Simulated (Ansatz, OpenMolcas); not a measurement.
## How methods differ on CF2 (SMILES F[C]F)

The species is CF2 (3 atoms), meant as a singlet with charge 0. As SMILES, `F[C]F`. The coordinates come from a PBE0-D4/def2-TZVP relaxation.

| atom | x (Å) | y (Å) | z (Å) |
| --- | --- | --- | --- |
| F | 0.3163 | 0.9714 | 0.2816 |
| C | 0.3823 | -0.3185 | 0.1752 |
| F | -0.6986 | -0.6529 | -0.4567 |

Quantity: the electronic atomisation energy, in eV. The values are calculated. Electronic energies at fixed atoms, without zero-point motion or spin-orbit coupling.

```json
{"level": "BLYP/def2-TZVPP", "kind": "GGA", "program": "Ansatz", "value (eV)": "11.45", "less CCSD(T)/def2-TZVPP": "+0.63", "CPU time (all runs)": "2 s"}
{"level": "revPBE/def2-TZVPP", "kind": "GGA", "program": "Ansatz", "value (eV)": "11.36", "less CCSD(T)/def2-TZVPP": "+0.54", "CPU time (all runs)": "1.6 s"}
{"level": "TPSS/def2-TZVPP", "kind": "meta-GGA", "program": "OpenMolcas", "value (eV)": "11.33", "less CCSD(T)/def2-TZVPP": "+0.51", "CPU time (all runs)": "63 s"}
{"level": "PBE0/def2-TZVPP", "kind": "global hybrid", "program": "Ansatz", "value (eV)": "11.20", "less CCSD(T)/def2-TZVPP": "+0.38", "CPU time (all runs)": "1.4 s"}
{"level": "HSE06/def2-TZVPP", "kind": "range-separated hybrid", "program": "Ansatz", "value (eV)": "11.22", "less CCSD(T)/def2-TZVPP": "+0.40", "CPU time (all runs)": "1.8 s"}
{"level": "RPA@PBE0/def2-TZVPP", "kind": "RPA", "program": "Ansatz", "value (eV)": "10.29", "less CCSD(T)/def2-TZVPP": "-0.53", "CPU time (all runs)": "2.4 s"}
{"level": "BCCD(T)/def2-TZVPP", "kind": "coupled cluster or CI", "program": "Ansatz", "value (eV)": "10.83", "less CCSD(T)/def2-TZVPP": "+0.01", "CPU time (all runs)": "5.3 s"}
{"level": "CCSD(T)/def2-TZVPP, open shells restricted", "kind": "coupled cluster or CI", "program": "OpenMolcas", "value (eV)": "10.82", "less CCSD(T)/def2-TZVPP": "0.00", "CPU time (all runs)": "2 min"}
```

CCSD(T)/def2-TZVPP, open shells restricted is the highest level here, not the true value. The values span 10.29 to 11.45 eV. Times are those of the runs behind each value, whatever else they computed, on shared processors of several kinds: orders of magnitude only.
